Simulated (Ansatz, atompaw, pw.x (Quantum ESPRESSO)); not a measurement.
## Equation-of-state test of one PAW (atompaw) potential (W)

```json
{
  "Element": "W",
  "Generator": "atompaw 4.2.0.5",
  "Type": "PAW",
  "Functional": "PBEsol",
  "Relativity": "scalar-relativistic",
  "Frozen core": "[Xe] 4f14",
  "Valence charge": "6",
  "Reference configuration": "5d4.5 6s1.5 6p0",
  "Partial waves": "6s (bound): rc 2.45 bohr; 6s channel at 2.7 Ry: rc 3.00 bohr; 6p (bound, empty): rc 3.00 bohr; 6p channel at 0.45 Ry: rc 3.00 bohr; 5d (bound): rc 3.00 bohr; 5d channel at 0.35 Ry: rc 3.00 bohr",
  "Local potential": "troulliermartins scheme with l = 3 at 1 Ry, radius 2.70 bohr",
  "Core correction": "smooth core density matched at 2.05 bohr",
  "Augmentation charge": "sinc compensation charge, radius 2.45 bohr; PAW radius 3.00 bohr; waves and projectors: custom rrkj gramschmidtortho"
}
```

Atomic tests: cutoffs needed: 10 Ry and 15 Ry (the cutoffs (Ry, on a coarse ladder) from which the occupation-weighted sum of valence levels, in a spherical-Bessel basis at the reference potential, stays within 10 and 1 mRy of its value at 400 Ry); ghost test: no extra level below or beside the all-electron valence levels (s, p, d, f tested) (spherical-Bessel basis up to 400 Ry, 20 bohr box); lowest eigenvalue of the overlap operator: 0.15 (d channel).

Crystal test: bcc W in pw.x 7.5, no spin, 15³ k-points, Fermi–Dirac smearing 0.01 Ry, cutoffs 40/400 Ry. The reference is all-electron LAPW (Ansatz 0.2.0) with the same functional, mesh and smearing; V0 and B0 come from Birch–Murnaghan fits to the pressures at five volumes. Errors are pseudo minus all-electron; Δ is the rms difference of the E(V) curves that follow from these fits, minima aligned, over ±6 % about the mean V0. Mesh and smearing are coarse, so the numbers serve the comparison and aren't converged zero-temperature values; the lattice is a test structure that the element need not adopt.

```json
{"V (Å³/atom)": "14.903", "P all-electron (GPa)": "18.56", "P pseudo (GPa)": "13.40"}
{"V (Å³/atom)": "15.295", "P all-electron (GPa)": "8.81", "P pseudo (GPa)": "3.52"}
{"V (Å³/atom)": "15.687", "P all-electron (GPa)": "0.22", "P pseudo (GPa)": "-5.11"}
{"V (Å³/atom)": "16.079", "P all-electron (GPa)": "-7.35", "P pseudo (GPa)": "-12.62"}
{"V (Å³/atom)": "16.471", "P all-electron (GPa)": "-14.00", "P pseudo (GPa)": "-19.14"}
```

All-electron: a0 = 3.155 Å (V0 = 15.70 Å³/atom), B0 = 321.1 GPa.

Pseudopotential: mean pressure error (GPa): -5.24; a0 (Å): 3.138; a0 error (%): -0.53; B0 error (%): +7.2; Δ (meV/atom): 17.8. The largest radius (3.00 bohr) exceeds half the bond length (2.58 bohr), so the spheres overlap, which is one possible source of error among others. This is a poor potential for the solid.

Problem. At the middle volume, how do free energy and pressure move when the wave cutoff is lowered (ecutrho held at 400 Ry)?

Solution.

```tsv
cutoff (Ry)	shift of F (meV/atom)	shift of P (GPa)
18	+52.8	+1.74
24	+23.0	-0.42
32	+3.9	+0.19
```

The run at the middle volume (120 k-points, 9 iterations) took about 11 s on one core of a shared host (Intel(R) Xeon(R) 6975P-C, 192 threads, 378 GiB, load 82).
